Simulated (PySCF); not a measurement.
Butylhydrazine, C4H12N2.
SMILES: `C(NN)CCC`

Level: B3LYP/def2-SVPD in PySCF, non-relativistic, on one gas-phase PBE0-D3(BJ)/def2-SVP geometry that isn't relaxed in the solvent. The solvent is an IEF-PCM continuum (van der Waals radii × 1.2), and excitations are vertical TDDFT with non-equilibrium linear response and a frozen core. Only the electrostatic response of the medium enters.

Gas-phase singlets (H = HOMO, L = LUMO):

```
state  E (eV)  λ (nm)      f  leading configurations
   S1   5.545     224  0.009                 H→L 94%
   S2   6.245     199  0.014               H-1→L 92%
   S3   6.332     196  0.007    H→L+1 71%, H→L+2 23%
   S4   6.539     190  0.013    H→L+2 46%, H→L+3 38%
   S5   6.629     187  0.016    H→L+3 60%, H→L+2 28%
```

Task: How does the list change in acetonitrile (ε = 35.69)?

Result: 
```tsv
state	E (eV)	λ (nm)	f	leading configurations	change by rank (eV)
S1	5.932	209	0.012	H→L 89%, H→L+1 9%	+0.387
S2	6.591	188	0.006	H→L+1 70%, H→L+3 19%	+0.346
S3	6.643	187	0.011	H-1→L 82%	+0.311
S4	6.700	185	0.031	H→L+2 87%	+0.161
S5	6.850	181	0.013	H→L+3 71%, H→L+1 16%	+0.221
```

Task: The ground-state energy changes by -0.250 eV from gas to acetonitrile. By how much does the total energy of gas-phase S1 change?

Result: E(S1) = E(S0) + excitation energy, so it changes by -0.250 + 0.387 = +0.137 eV: it isn't lowered at all, while the ground state is. This is the vertical state, with the slow part of the continuum still set for S0.

Task: How do the frontier levels move from gas to acetonitrile?

Result: 
| orbital | gas (eV) | solvent (eV) | change (eV) |
| --- | --- | --- | --- |
| LUMO+2 | 1.11 | 1.25 | +0.14 |
| LUMO+1 | 0.88 | 1.11 | +0.23 |
| LUMO | 0.25 | 0.58 | +0.33 |
| HOMO | -6.29 | -6.33 | -0.04 |
| HOMO-1 | -7.03 | -7.08 | -0.05 |
| HOMO-2 | -8.91 | -8.71 | +0.20 |
| HOMO-3 | -8.99 | -8.80 | +0.19 |

The HOMO–LUMO gap goes from 6.54 to 6.91 eV. Rows go by rank; for LUMO+1 and LUMO+2 the atom shares or the degeneracy differ between the runs, so the row needn't follow one orbital.

Shape of the structure used: `[CH3:1][CH2:2][CH2:3][CH2:4][NH:5][NH2:6]`: C1–C2–C3–C4 -179°, C2–C3–C4–N5 -60°, C3–C4–N5–N6 -60°, H–N6–N5–C4 90°, H–N6–N5–C4 -150°.
